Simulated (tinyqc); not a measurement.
Inside a calculation (part 2 of 3). Method: UHF in the sto-3g basis, for H2O, spin multiplicity 1. Computed by tinyqc, a small Python program that keeps every step (integrals from PySCF). Command: `OMP_NUM_THREADS=1 python tinyqc.py 23583 23584 out.jsonl` (the two numbers bound the seeds that draw the settings). One thread of a shared host (Intel(R) Xeon(R) Processor @ 2.60GHz), about 0.1 s of CPU time with the checks.

Geometry (angstrom):
```
atom         x          y         z
O     0.000000   0.000000  0.000000
H     0.000000   0.864000  0.697000
H     0.000000  -0.837000  0.676000
```

## Iteration 2: building the Fock matrix

D(alpha) after iteration 1, order 1O 1s, 1O 2s, 1O 2px, 1O 2py, 1O 2pz, 2H 1s, 3H 1s:
$$\begin{pmatrix}
1.059778 & -0.260863 & 0.049168 & 0.005137 & 0.018825 & 0.018924 & 0.017674 \\
-0.260863 & 1.175826 & -0.305982 & -0.039839 & -0.089008 & -0.172875 & -0.186973 \\
0.049168 & -0.305982 & 0.670490 & 0.087229 & -0.306457 & 0.224200 & 0.449631 \\
0.005137 & -0.039839 & 0.087229 & 0.456529 & -0.114236 & 0.321812 & -0.181425 \\
0.018825 & -0.089008 & -0.306457 & -0.114236 & 0.785960 & 0.141151 & 0.011755 \\
0.018924 & -0.172875 & 0.224200 & 0.321812 & 0.141151 & 0.403762 & 0.077544 \\
0.017674 & -0.186973 & 0.449631 & -0.181425 & 0.011755 & 0.077544 & 0.487540
\end{pmatrix}$$

D(beta) after iteration 1, order 1O 1s, 1O 2s, 1O 2px, 1O 2py, 1O 2pz, 2H 1s, 3H 1s:
$$\begin{pmatrix}
1.059778 & -0.260863 & -0.049168 & 0.005137 & 0.018825 & 0.018924 & 0.017674 \\
-0.260863 & 1.175826 & 0.305982 & -0.039839 & -0.089008 & -0.172875 & -0.186973 \\
-0.049168 & 0.305982 & 0.670490 & -0.087229 & 0.306457 & -0.224200 & -0.449631 \\
0.005137 & -0.039839 & -0.087229 & 0.456529 & -0.114236 & 0.321812 & -0.181425 \\
0.018825 & -0.089008 & 0.306457 & -0.114236 & 0.785960 & 0.141151 & 0.011755 \\
0.018924 & -0.172875 & -0.224200 & 0.321812 & 0.141151 & 0.403762 & 0.077544 \\
0.017674 & -0.186973 & -0.449631 & -0.181425 & 0.011755 & 0.077544 & 0.487540
\end{pmatrix}$$

core Hamiltonian H = T + V (hartree), order 1O 1s, 1O 2s, 1O 2px, 1O 2py, 1O 2pz, 2H 1s, 3H 1s:
$$\begin{pmatrix}
-32.583801 & -7.580349 & 0.000000 & 0.000576 & -0.014967 & -1.210978 & -1.313582 \\
-7.580349 & -9.207027 & 0.000000 & 0.006287 & -0.182636 & -2.859011 & -3.033314 \\
0.000000 & 0.000000 & -7.352207 & 0.000000 & 0.000000 & 0.000000 & 0.000000 \\
0.000576 & 0.006287 & 0.000000 & -7.462939 & 0.003485 & -1.631679 & 1.710352 \\
-0.014967 & -0.182636 & 0.000000 & 0.003485 & -7.424357 & -1.366863 & -1.432831 \\
-1.210978 & -2.859011 & 0.000000 & -1.631679 & -1.366863 & -4.514746 & -1.124811 \\
-1.313582 & -3.033314 & 0.000000 & 1.710352 & -1.432831 & -1.124811 & -4.622230
\end{pmatrix}$$

nuclear repulsion = 8.05944218 hartree

Given earlier and not repeated: Two-electron integrals (ij|kl) in chemists' order.

J_ij = sum D_kl (ij|kl) with D = D(alpha) + D(beta), K_ij = sum D_kl (ik|jl) for each spin; F = H + J - K(s); E = tr D H + tr D J / 2 - 0.5 sum_s tr D(s) K(s) + E_nn.

Coulomb J (hartree), order 1O 1s, 1O 2s, 1O 2px, 1O 2py, 1O 2pz, 2H 1s, 3H 1s:
$$\begin{pmatrix}
17.163887 & 3.225832 & 0.000000 & -0.001080 & 0.004585 & 0.513818 & 0.557812 \\
3.225832 & 8.032774 & 0.000000 & -0.001804 & 0.098546 & 2.514489 & 2.669846 \\
0.000000 & 0.000000 & 7.986837 & 0.000000 & 0.000000 & 0.000000 & 0.000000 \\
-0.001080 & -0.001804 & 0.000000 & 8.032604 & -0.016448 & 1.579903 & -1.661697 \\
0.004585 & 0.098546 & 0.000000 & -0.016448 & 8.054945 & 1.307821 & 1.378622 \\
0.513818 & 2.514489 & 0.000000 & 1.579903 & 1.307821 & 4.696786 & 1.017633 \\
0.557812 & 2.669846 & 0.000000 & -1.661697 & 1.378622 & 1.017633 & 4.810134
\end{pmatrix}$$

exchange K(alpha) (hartree), order 1O 1s, 1O 2s, 1O 2px, 1O 2py, 1O 2pz, 2H 1s, 3H 1s:
$$\begin{pmatrix}
4.889780 & 0.819490 & -0.000043 & 0.000681 & 0.002675 & 0.137564 & 0.148305 \\
0.819490 & 1.284192 & -0.085173 & 0.000367 & -0.014078 & 0.435529 & 0.459705 \\
-0.000043 & -0.085173 & 0.859567 & 0.033249 & -0.165774 & 0.036996 & 0.082810 \\
0.000681 & 0.000367 & 0.033249 & 0.886607 & -0.061223 & 0.309088 & -0.296432 \\
0.002675 & -0.014078 & -0.165774 & -0.061223 & 1.029653 & 0.244987 & 0.244594 \\
0.137564 & 0.435529 & 0.036996 & 0.309088 & 0.244987 & 0.580301 & 0.161085 \\
0.148305 & 0.459705 & 0.082810 & -0.296432 & 0.244594 & 0.161085 & 0.592844
\end{pmatrix}$$

exchange K(beta) (hartree), order 1O 1s, 1O 2s, 1O 2px, 1O 2py, 1O 2pz, 2H 1s, 3H 1s:
$$\begin{pmatrix}
4.889780 & 0.819490 & 0.000043 & 0.000681 & 0.002675 & 0.137564 & 0.148305 \\
0.819490 & 1.284192 & 0.085173 & 0.000367 & -0.014078 & 0.435529 & 0.459705 \\
0.000043 & 0.085173 & 0.859567 & -0.033249 & 0.165774 & -0.036996 & -0.082810 \\
0.000681 & 0.000367 & -0.033249 & 0.886607 & -0.061223 & 0.309088 & -0.296432 \\
0.002675 & -0.014078 & 0.165774 & -0.061223 & 1.029653 & 0.244987 & 0.244594 \\
0.137564 & 0.435529 & -0.036996 & 0.309088 & 0.244987 & 0.580301 & 0.161085 \\
0.148305 & 0.459705 & -0.082810 & -0.296432 & 0.244594 & 0.161085 & 0.592844
\end{pmatrix}$$

F(alpha) (hartree), order 1O 1s, 1O 2s, 1O 2px, 1O 2py, 1O 2pz, 2H 1s, 3H 1s:
$$\begin{pmatrix}
-20.309694 & -5.174007 & 0.000043 & -0.001185 & -0.013057 & -0.834724 & -0.904074 \\
-5.174007 & -2.458445 & 0.085173 & 0.004117 & -0.070012 & -0.780051 & -0.823172 \\
0.000043 & 0.085173 & -0.224936 & -0.033249 & 0.165774 & -0.036996 & -0.082810 \\
-0.001185 & 0.004117 & -0.033249 & -0.316942 & 0.048260 & -0.360864 & 0.345088 \\
-0.013057 & -0.070012 & 0.165774 & 0.048260 & -0.399064 & -0.304029 & -0.298802 \\
-0.834724 & -0.780051 & -0.036996 & -0.360864 & -0.304029 & -0.398261 & -0.268263 \\
-0.904074 & -0.823172 & -0.082810 & 0.345088 & -0.298802 & -0.268263 & -0.404940
\end{pmatrix}$$

F(beta) (hartree), order 1O 1s, 1O 2s, 1O 2px, 1O 2py, 1O 2pz, 2H 1s, 3H 1s:
$$\begin{pmatrix}
-20.309694 & -5.174007 & -0.000043 & -0.001185 & -0.013057 & -0.834724 & -0.904074 \\
-5.174007 & -2.458445 & -0.085173 & 0.004117 & -0.070012 & -0.780051 & -0.823172 \\
-0.000043 & -0.085173 & -0.224936 & 0.033249 & -0.165774 & 0.036996 & 0.082810 \\
-0.001185 & 0.004117 & 0.033249 & -0.316942 & 0.048260 & -0.360864 & 0.345088 \\
-0.013057 & -0.070012 & -0.165774 & 0.048260 & -0.399064 & -0.304029 & -0.298802 \\
-0.834724 & -0.780051 & 0.036996 & -0.360864 & -0.304029 & -0.398261 & -0.268263 \\
-0.904074 & -0.823172 & 0.082810 & 0.345088 & -0.298802 & -0.268263 & -0.404940
\end{pmatrix}$$

total energy of this density = -74.70538635 hartree

## Iteration 2: DIIS over 2 matrices

error matrix X^T (FDS - SDF) X (alpha):
$$\begin{pmatrix}
0.000000 & -0.003256 & 0.003572 & 0.000184 & -0.003343 & 0.002478 & 0.000612 \\
0.003256 & 0.000000 & -0.087033 & -0.025808 & -0.019218 & 0.043069 & 0.033770 \\
-0.003572 & 0.087033 & 0.000000 & -0.050472 & 0.104615 & -0.048590 & -0.108759 \\
-0.000184 & 0.025808 & 0.050472 & 0.000000 & -0.004918 & -0.009595 & -0.014624 \\
0.003343 & 0.019218 & -0.104615 & 0.004918 & 0.000000 & 0.002019 & 0.054815 \\
-0.002478 & -0.043069 & 0.048590 & 0.009595 & -0.002019 & 0.000000 & -0.020064 \\
-0.000612 & -0.033770 & 0.108759 & 0.014624 & -0.054815 & 0.020064 & 0.000000
\end{pmatrix}$$

B (overlaps of the stored error matrices):
$$\begin{pmatrix}
1.0456470e+00 & 1.3914952e-01 \\
1.3914952e-01 & 1.7227656e-01
\end{pmatrix}$$

Minimise |sum c_i e_i|^2 with sum c_i = 1: solve [B -1; -1 0][c; lambda] = [0; -1] with B_ij = tr e_i^T e_j summed over both spins, and take F = sum c_i F_i.

DIIS coefficients: [0.035256, 0.964744]

extrapolated F(alpha) (hartree), order 1O 1s, 1O 2s, 1O 2px, 1O 2py, 1O 2pz, 2H 1s, 3H 1s:
$$\begin{pmatrix}
-20.276279 & -5.167302 & 0.000116 & -0.001328 & -0.012838 & -0.833667 & -0.902916 \\
-5.167302 & -2.444088 & 0.081899 & 0.002267 & -0.072431 & -0.775338 & -0.817226 \\
0.000116 & 0.081899 & -0.207148 & -0.031769 & 0.159594 & -0.037326 & -0.086196 \\
-0.001328 & 0.002267 & -0.031769 & -0.308726 & 0.046224 & -0.356134 & 0.339301 \\
-0.012838 & -0.072431 & 0.159594 & 0.046224 & -0.386760 & -0.300810 & -0.295325 \\
-0.833667 & -0.775338 & -0.037326 & -0.356134 & -0.300810 & -0.393352 & -0.266944 \\
-0.902916 & -0.817226 & -0.086196 & 0.339301 & -0.295325 & -0.266944 & -0.396775
\end{pmatrix}$$

extrapolated F(beta) (hartree), order 1O 1s, 1O 2s, 1O 2px, 1O 2py, 1O 2pz, 2H 1s, 3H 1s:
$$\begin{pmatrix}
-20.276279 & -5.167302 & -0.000116 & -0.001328 & -0.012838 & -0.833667 & -0.902916 \\
-5.167302 & -2.444088 & -0.081899 & 0.002267 & -0.072431 & -0.775338 & -0.817226 \\
-0.000116 & -0.081899 & -0.207148 & 0.031769 & -0.159594 & 0.037326 & 0.086196 \\
-0.001328 & 0.002267 & 0.031769 & -0.308726 & 0.046224 & -0.356134 & 0.339301 \\
-0.012838 & -0.072431 & -0.159594 & 0.046224 & -0.386760 & -0.300810 & -0.295325 \\
-0.833667 & -0.775338 & 0.037326 & -0.356134 & -0.300810 & -0.393352 & -0.266944 \\
-0.902916 & -0.817226 & 0.086196 & 0.339301 & -0.295325 & -0.266944 & -0.396775
\end{pmatrix}$$

## Iteration 2: diagonalisation and new density

X, order 1O 1s, 1O 2s, 1O 2px, 1O 2py, 1O 2pz, 2H 1s, 3H 1s:
$$\begin{pmatrix}
1.023657 & -0.137108 & 0.000000 & 0.000452 & -0.007752 & 0.018643 & 0.019599 \\
-0.137108 & 1.161178 & 0.000000 & -0.005769 & 0.075179 & -0.215714 & -0.234233 \\
0.000000 & 0.000000 & 1.000000 & 0.000000 & 0.000000 & 0.000000 & 0.000000 \\
0.000452 & -0.005769 & 0.000000 & 1.073387 & -0.002756 & -0.171956 & 0.181072 \\
-0.007752 & 0.075179 & 0.000000 & -0.002756 & 1.040589 & -0.117786 & -0.126082 \\
0.018643 & -0.215714 & 0.000000 & -0.171956 & -0.117786 & 1.125996 & -0.066238 \\
0.019599 & -0.234233 & 0.000000 & 0.181072 & -0.126082 & -0.066238 & 1.140886
\end{pmatrix}$$

Diagonalise F' = X^T F X, C = X C', fill 5 alpha and 5 beta electrons from the bottom; D(s) = C_occ C_occ^T. Each column has its largest component positive (the first on a tie).

F' = X^T F X (alpha) (hartree):
$$\begin{pmatrix}
-19.902434 & -2.679304 & -0.014747 & -0.001295 & -0.038189 & -0.095861 & -0.113232 \\
-2.679304 & -1.367130 & 0.135506 & 0.001543 & 0.077408 & -0.369094 & -0.394796 \\
-0.014747 & 0.135506 & -0.207148 & -0.044202 & 0.187580 & -0.067319 & -0.140923 \\
-0.001295 & 0.001543 & -0.044202 & -0.100565 & 0.050790 & -0.395760 & 0.371477 \\
-0.038189 & 0.077408 & 0.187580 & 0.050790 & -0.281718 & -0.265112 & -0.245870 \\
-0.095861 & -0.369094 & -0.067319 & -0.395760 & -0.265112 & -0.014578 & -0.094552 \\
-0.113232 & -0.394796 & -0.140923 & 0.371477 & -0.245870 & -0.094552 & 0.008106
\end{pmatrix}$$

orbital energies (alpha) (hartree): MO1 -20.284465, MO2 -1.234479, MO3 -0.561555, MO4 -0.499621, MO5 -0.290370, MO6 0.451266, MO7 0.553757

coefficients C (alpha), order 1O 1s, 1O 2s, 1O 2px, 1O 2py, 1O 2pz, 2H 1s, 3H 1s:
$$\begin{pmatrix}
0.994454 & -0.244641 & -0.016616 & 0.071413 & 0.045655 & 0.105624 & 0.007735 \\
0.024035 & 0.919223 & 0.077796 & -0.347472 & -0.297721 & -0.640698 & -0.052411 \\
-0.000153 & -0.075846 & 0.090176 & -0.256706 & 0.883402 & -0.361262 & -0.096478 \\
-0.000076 & -0.006579 & 0.649915 & 0.135834 & 0.041191 & -0.066163 & 0.876127 \\
0.002592 & 0.097594 & -0.244094 & 0.785191 & -0.007444 & -0.657740 & 0.000658 \\
-0.004377 & 0.110151 & 0.360208 & 0.353433 & 0.282493 & 0.700087 & -0.725145 \\
-0.004705 & 0.104519 & -0.402805 & 0.049605 & 0.418818 & 0.654312 & 0.794197
\end{pmatrix}$$

F' = X^T F X (beta) (hartree):
$$\begin{pmatrix}
-19.902434 & -2.679304 & 0.014747 & -0.001295 & -0.038189 & -0.095861 & -0.113232 \\
-2.679304 & -1.367130 & -0.135506 & 0.001543 & 0.077408 & -0.369094 & -0.394796 \\
0.014747 & -0.135506 & -0.207148 & 0.044202 & -0.187580 & 0.067319 & 0.140923 \\
-0.001295 & 0.001543 & 0.044202 & -0.100565 & 0.050790 & -0.395760 & 0.371477 \\
-0.038189 & 0.077408 & -0.187580 & 0.050790 & -0.281718 & -0.265112 & -0.245870 \\
-0.095861 & -0.369094 & 0.067319 & -0.395760 & -0.265112 & -0.014578 & -0.094552 \\
-0.113232 & -0.394796 & 0.140923 & 0.371477 & -0.245870 & -0.094552 & 0.008106
\end{pmatrix}$$

orbital energies (beta) (hartree): MO1 -20.284465, MO2 -1.234479, MO3 -0.561555, MO4 -0.499621, MO5 -0.290370, MO6 0.451266, MO7 0.553757

coefficients C (beta), order 1O 1s, 1O 2s, 1O 2px, 1O 2py, 1O 2pz, 2H 1s, 3H 1s:
$$\begin{pmatrix}
0.994454 & -0.244641 & -0.016616 & 0.071413 & -0.045655 & 0.105624 & 0.007735 \\
0.024035 & 0.919223 & 0.077796 & -0.347472 & 0.297721 & -0.640698 & -0.052411 \\
0.000153 & 0.075846 & -0.090176 & 0.256706 & 0.883402 & 0.361262 & 0.096478 \\
-0.000076 & -0.006579 & 0.649915 & 0.135834 & -0.041191 & -0.066163 & 0.876127 \\
0.002592 & 0.097594 & -0.244094 & 0.785191 & 0.007444 & -0.657740 & 0.000658 \\
-0.004377 & 0.110151 & 0.360208 & 0.353433 & -0.282493 & 0.700087 & -0.725145 \\
-0.004705 & 0.104519 & -0.402805 & 0.049605 & -0.418818 & 0.654312 & 0.794197
\end{pmatrix}$$

D(alpha) after iteration 2, order 1O 1s, 1O 2s, 1O 2px, 1O 2py, 1O 2pz, 2H 1s, 3H 1s:
$$\begin{pmatrix}
1.056249 & -0.240677 & 0.038904 & 0.002315 & 0.038491 & 0.000852 & -0.000892 \\
-0.240677 & 1.060976 & -0.236516 & -0.014950 & -0.199832 & -0.077742 & -0.077300 \\
0.038904 & -0.236516 & 0.860182 & 0.060625 & -0.237553 & 0.182955 & 0.313000 \\
0.002315 & -0.014950 & 0.060625 & 0.442581 & -0.052934 & 0.293025 & -0.238487 \\
0.038491 & -0.199832 & -0.237553 & -0.052934 & 0.685693 & 0.198224 & 0.144342 \\
0.000852 & -0.077742 & 0.182955 & 0.293025 & 0.198224 & 0.346620 & 0.002285 \\
-0.000892 & -0.077300 & 0.313000 & -0.238487 & 0.144342 & 0.002285 & 0.351068
\end{pmatrix}$$

D(beta) after iteration 2, order 1O 1s, 1O 2s, 1O 2px, 1O 2py, 1O 2pz, 2H 1s, 3H 1s:
$$\begin{pmatrix}
1.056249 & -0.240677 & -0.038904 & 0.002315 & 0.038491 & 0.000852 & -0.000892 \\
-0.240677 & 1.060976 & 0.236516 & -0.014950 & -0.199832 & -0.077742 & -0.077300 \\
-0.038904 & 0.236516 & 0.860182 & -0.060625 & 0.237553 & -0.182955 & -0.313000 \\
0.002315 & -0.014950 & -0.060625 & 0.442581 & -0.052934 & 0.293025 & -0.238487 \\
0.038491 & -0.199832 & 0.237553 & -0.052934 & 0.685693 & 0.198224 & 0.144342 \\
0.000852 & -0.077742 & -0.182955 & 0.293025 & 0.198224 & 0.346620 & 0.002285 \\
-0.000892 & -0.077300 & -0.313000 & -0.238487 & 0.144342 & 0.002285 & 0.351068
\end{pmatrix}$$

## Iteration 12 (converged): orbitals

converged F(alpha) (hartree), order 1O 1s, 1O 2s, 1O 2px, 1O 2py, 1O 2pz, 2H 1s, 3H 1s:
$$\begin{pmatrix}
-20.255764 & -5.164090 & 0.000000 & 0.000626 & -0.025687 & -0.833364 & -0.903450 \\
-5.164090 & -2.413505 & 0.000001 & 0.006607 & -0.078006 & -0.788836 & -0.835602 \\
0.000000 & 0.000001 & -0.388889 & 0.000000 & 0.000002 & 0.000000 & 0.000000 \\
0.000626 & 0.006607 & 0.000000 & -0.237298 & 0.007590 & -0.350804 & 0.361913 \\
-0.025687 & -0.078006 & 0.000002 & 0.007590 & -0.279639 & -0.327475 & -0.337003 \\
-0.833364 & -0.788836 & 0.000000 & -0.350804 & -0.327475 & -0.409932 & -0.264717 \\
-0.903450 & -0.835602 & 0.000000 & 0.361913 & -0.337003 & -0.264717 & -0.442817
\end{pmatrix}$$

converged F(beta) (hartree), order 1O 1s, 1O 2s, 1O 2px, 1O 2py, 1O 2pz, 2H 1s, 3H 1s:
$$\begin{pmatrix}
-20.255764 & -5.164090 & 0.000000 & 0.000626 & -0.025687 & -0.833364 & -0.903450 \\
-5.164090 & -2.413505 & -0.000001 & 0.006607 & -0.078006 & -0.788836 & -0.835602 \\
0.000000 & -0.000001 & -0.388889 & 0.000000 & -0.000002 & 0.000000 & 0.000000 \\
0.000626 & 0.006607 & 0.000000 & -0.237298 & 0.007590 & -0.350804 & 0.361913 \\
-0.025687 & -0.078006 & -0.000002 & 0.007590 & -0.279639 & -0.327475 & -0.337003 \\
-0.833364 & -0.788836 & 0.000000 & -0.350804 & -0.327475 & -0.409932 & -0.264717 \\
-0.903450 & -0.835602 & 0.000000 & 0.361913 & -0.337003 & -0.264717 & -0.442817
\end{pmatrix}$$

As before.

F' = X^T F X (alpha) (hartree):
$$\begin{pmatrix}
-19.880907 & -2.685746 & 0.000000 & 0.001109 & -0.054038 & -0.091563 & -0.108724 \\
-2.685746 & -1.310576 & 0.000001 & -0.004158 & 0.103944 & -0.395115 & -0.423161 \\
0.000000 & 0.000001 & -0.388889 & 0.000000 & 0.000002 & -0.000001 & -0.000001 \\
0.001109 & -0.004158 & 0.000000 & -0.013378 & 0.001239 & -0.395723 & 0.408197 \\
-0.054038 & 0.103944 & 0.000002 & 0.001239 & -0.148816 & -0.299962 & -0.312194 \\
-0.091563 & -0.395115 & -0.000001 & -0.395723 & -0.299962 & -0.021693 & -0.073458 \\
-0.108724 & -0.423161 & -0.000001 & 0.408197 & -0.312194 & -0.073458 & -0.015250
\end{pmatrix}$$

orbital energies (alpha) (hartree): MO1 -20.264071, MO2 -1.213831, MO3 -0.548693, MO4 -0.441366, MO5 -0.388889, MO6 0.484869, MO7 0.592470

coefficients C (alpha), order 1O 1s, 1O 2s, 1O 2px, 1O 2py, 1O 2pz, 2H 1s, 3H 1s:
$$\begin{pmatrix}
0.994425 & -0.238728 & -0.006835 & 0.094892 & 0.000001 & 0.110573 & 0.017756 \\
0.024182 & 0.882882 & 0.036006 & -0.485722 & -0.000006 & -0.666108 & -0.115015 \\
0.000000 & -0.000001 & 0.000001 & -0.000010 & 1.000000 & -0.000002 & -0.000001 \\
-0.000171 & -0.006715 & 0.609875 & 0.022890 & 0.000000 & -0.121929 & 0.909491 \\
0.003249 & 0.089043 & -0.029336 & 0.742754 & 0.000006 & -0.739152 & -0.107176 \\
-0.004471 & 0.139147 & 0.444008 & 0.348349 & 0.000005 & 0.795402 & -0.626131 \\
-0.004812 & 0.150238 & -0.461127 & 0.309127 & 0.000005 & 0.611504 & 0.839769
\end{pmatrix}$$

F' = X^T F X (beta) (hartree):
$$\begin{pmatrix}
-19.880907 & -2.685746 & 0.000000 & 0.001109 & -0.054038 & -0.091563 & -0.108724 \\
-2.685746 & -1.310576 & -0.000001 & -0.004158 & 0.103944 & -0.395115 & -0.423161 \\
0.000000 & -0.000001 & -0.388889 & 0.000000 & -0.000002 & 0.000001 & 0.000001 \\
0.001109 & -0.004158 & 0.000000 & -0.013378 & 0.001239 & -0.395723 & 0.408197 \\
-0.054038 & 0.103944 & -0.000002 & 0.001239 & -0.148816 & -0.299962 & -0.312194 \\
-0.091563 & -0.395115 & 0.000001 & -0.395723 & -0.299962 & -0.021693 & -0.073458 \\
-0.108724 & -0.423161 & 0.000001 & 0.408197 & -0.312194 & -0.073458 & -0.015250
\end{pmatrix}$$

orbital energies (beta) (hartree): MO1 -20.264071, MO2 -1.213831, MO3 -0.548693, MO4 -0.441366, MO5 -0.388889, MO6 0.484869, MO7 0.592470

coefficients C (beta), order 1O 1s, 1O 2s, 1O 2px, 1O 2py, 1O 2pz, 2H 1s, 3H 1s:
$$\begin{pmatrix}
0.994425 & -0.238728 & -0.006835 & 0.094892 & -0.000001 & 0.110573 & 0.017756 \\
0.024182 & 0.882882 & 0.036006 & -0.485722 & 0.000006 & -0.666108 & -0.115015 \\
0.000000 & 0.000001 & -0.000001 & 0.000010 & 1.000000 & 0.000002 & 0.000001 \\
-0.000171 & -0.006715 & 0.609875 & 0.022890 & 0.000000 & -0.121929 & 0.909491 \\
0.003249 & 0.089043 & -0.029336 & 0.742754 & -0.000006 & -0.739152 & -0.107176 \\
-0.004471 & 0.139147 & 0.444008 & 0.348349 & -0.000005 & 0.795402 & -0.626131 \\
-0.004812 & 0.150238 & -0.461127 & 0.309127 & -0.000005 & 0.611504 & 0.839769
\end{pmatrix}$$

D(alpha) after iteration 12, order 1O 1s, 1O 2s, 1O 2px, 1O 2py, 1O 2pz, 2H 1s, 3H 1s:
$$\begin{pmatrix}
1.054923 & -0.233060 & 0.000000 & -0.000563 & 0.052657 & -0.007644 & -0.008165 \\
-0.233060 & 1.017288 & -0.000002 & 0.004908 & -0.283136 & -0.030471 & -0.034227 \\
0.000000 & -0.000002 & 1.000000 & 0.000000 & -0.000002 & 0.000002 & 0.000002 \\
-0.000563 & 0.004908 & 0.000000 & 0.372517 & -0.001488 & 0.277830 & -0.275162 \\
0.052657 & -0.283136 & -0.000002 & -0.001488 & 0.560484 & 0.258088 & 0.256495 \\
-0.007644 & -0.030471 & 0.000002 & 0.277830 & 0.258088 & 0.337872 & -0.076134 \\
-0.008165 & -0.034227 & 0.000002 & -0.275162 & 0.256495 & -0.076134 & 0.330792
\end{pmatrix}$$

D(beta) after iteration 12, order 1O 1s, 1O 2s, 1O 2px, 1O 2py, 1O 2pz, 2H 1s, 3H 1s:
$$\begin{pmatrix}
1.054923 & -0.233060 & 0.000000 & -0.000563 & 0.052657 & -0.007644 & -0.008165 \\
-0.233060 & 1.017288 & 0.000002 & 0.004908 & -0.283136 & -0.030471 & -0.034227 \\
0.000000 & 0.000002 & 1.000000 & 0.000000 & 0.000002 & -0.000002 & -0.000002 \\
-0.000563 & 0.004908 & 0.000000 & 0.372517 & -0.001488 & 0.277830 & -0.275162 \\
0.052657 & -0.283136 & 0.000002 & -0.001488 & 0.560484 & 0.258088 & 0.256495 \\
-0.007644 & -0.030471 & -0.000002 & 0.277830 & 0.258088 & 0.337872 & -0.076134 \\
-0.008165 & -0.034227 & -0.000002 & -0.275162 & 0.256495 & -0.076134 & 0.330792
\end{pmatrix}$$
